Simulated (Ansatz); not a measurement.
The input, for Ansatz 0.2.0:

```yaml
crystal:
  periodic: [false, false, false]
  atoms:
    - {symbol: In, position_ang: [0.000000, 0.000000, 0.685200]}
    - {symbol: H, position_ang: [0.000000, 0.000000, -3.035800]}
    - {symbol: H, position_ang: [0.000000, 0.000000, 2.350600]}
basis:
  gaussian: {orbitals: def2-TZVPP}
total_charge: 1
correlation: {method: fci, electrons: outside_noble_gas}
```

```sh
$ ansatz run in.yaml --threads 1 --pin off --events-out ev --progress --plain --max-ram 2393MiB
```

The program prints:

```
1125 factors; integrals over basis functions are off by at most 2.2e-7 eV
mean field evaluation 1: about -5166.3547 eV, gradient 1.3e1 eV
mean field evaluation 2: about -5166.3532 eV, gradient 1.3e1 eV
mean field evaluation 4: about -5167.6093 eV, gradient 2.0e0 eV
mean field evaluation 8: about -5167.6535 eV, gradient 1.9e-4 eV
mean field -5167.65348316 eV, -189.9077627448 hartree, gradient 2.5e-6 eV, S^2 0.000000; 0 other end points of the search recorded, 0 dependent functions left out; unrestricted orbitals would lower it
mean field evaluation 16: about -5170.4387 eV, gradient 2.6e0 eV
unrestricted determinant -5170.65764495 eV, -190.0181636542 hartree, S^2 1.0160
9 core orbitals not correlated: weight in the atoms' cores, before any rotation towards them, 0.996 or more for the frozen orbitals, at most 0.003 for the correlated occupied ones
reference -5167.65348316 eV, -189.9077627448 hartree; 2, 2 occupied and 67, 67 virtual orbitals, 1125 factors
state -5171.81984899 eV, -190.0608738652 hartree
Total energy: -5171.81984899 eV, -190.0608738652 hartree
```

Natural occupations: 1.9380 1.2589 0.7306 0.0263 0.0151 0.0151 0.0040 0.0040 0.0036 0.0012 0.0007 0.0004 0.0004 0.0002 0.0001 0.0001 0.0001 0.0001 0.0001 0.0001 0.0001 0.0001 0.0001 0.0001.

Ran on 1 thread of Arm Neoverse V2, shared host: 11 s wall, 0.31 GiB peak host memory.
